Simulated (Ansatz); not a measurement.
# AlNaH (doublet): the correlation ladder at distance Al1–H3 = 3.100 Å, cc-pVDZ

An exercise on one series of results from a longer session: the logs are not shown, and one member is left open.

Method: cc-pVDZ, core rule «outside noble gas», up to 10 orbitals frozen; program: Ansatz 0.2.0, Gaussian basis.

The runs, in order: UHF; CCSD(T) on ROHF; CCSD(T) on UHF; BCCD(T) on ROHF; CISD; CCSDT(Q) on ROHF; CCSDT(Q) on UHF; CASSCF and MRCISD+Q, 3 electrons in 3 orbitals; CASSCF and NEVPT2, 3 electrons in 3 orbitals; Full CI.

35 further runs of the same task are left out: 22 for a known fault of the program, 10 that didn't finish, 3 set aside as unsound or not needed.

## The system

The geometry derives from a PBE0/def2-TZVP stationary point (not a proven minimum). One bond is set to the value named and the two fragments are kept rigid.

3 atoms, charge 0, spin multiplicity 2.

Atoms are counted from 1 here; the program's logs count them from 0.

No contacts short enough for the rule that draws bonds.

Set-up of the first run:

in.yaml

```yaml
crystal:
  periodic: [false, false, false]
  atoms:
    - {symbol: Al, position_ang: [0.000000, -0.120655, 1.303740]}
    - {symbol: Na, position_ang: [0.000000, 0.037402, -1.667792]}
    - {symbol: H, position_ang: [0.000000, 2.376733, 3.140327]}
basis:
  gaussian: {orbitals: cc-pVDZ}
magnetization: {spin_polarized: true, initial_magnetization: 1}
hamiltonian: {xc: hf}
output: {orbitals: {seedname: orbitals}}
```

Run with:

```
$ ansatz run in.yaml --threads 1 --pin off --events-out ev --progress --plain --max-ram 2393MiB
```

Among the steps run: UHF; CCSD(T) on ROHF; CCSD(T) on UHF; BCCD(T) on ROHF; CISD; CCSDT(Q) on ROHF; CCSDT(Q) on UHF; CASSCF and MRCISD+Q, 3 electrons in 3 orbitals; CASSCF and NEVPT2, 3 electrons in 3 orbitals; Full CI.

One table of the session follows, with a row left open; its other results are not shown here.

| method | from FCI (kcal/mol) |
| --- | --- |
| UHF | ? |
| RMP2 | +26.07 |
| UMP2 | +22.57 |
| CISD | +11.07 |
| RCCSD | +4.93 |
| UCCSD | +4.91 |
| RCCSD(T) | +1.13 |
| UCCSD(T) | +2.66 |
| BCCD(T) | +1.60 |
| RCCSDT | +0.21 |
| UCCSDT | +0.34 |
| RCCSDT(Q) | 0.00 |
| UCCSDT(Q) | +0.04 |
| CASSCF pair | +41.25 |
| NEVPT2 pair | +12.66 |
| MRCISD pair | +2.63 |
| MRCISD+Q pair | -0.74 |
| FCI | 0 |

**Question.** Estimate the row for UHF.

As computed: from FCI (kcal/mol): +47.90. In the column «from FCI (kcal/mol)» it is the highest.

Left out of the table: ROHF (another determinant or state than the rows shown).

To keep in mind: The determinant is far from a pure spin state, so its energy mixes those of several spin states (harmless only where they are near-degenerate, as at dissociation). MRCISD+Q pair falls below full CI: the +Q correction isn't variational, and the cores differ from full CI's. Levels on UHF freeze UHF's core orbitals, full CI those of ROHF, so the U rows can settle a little off it for that reason alone. Restricted and unrestricted rows rest on different reference determinants; where their highest levels disagree by more than a few hundredths of an eV, they describe different states and don't form one ladder.
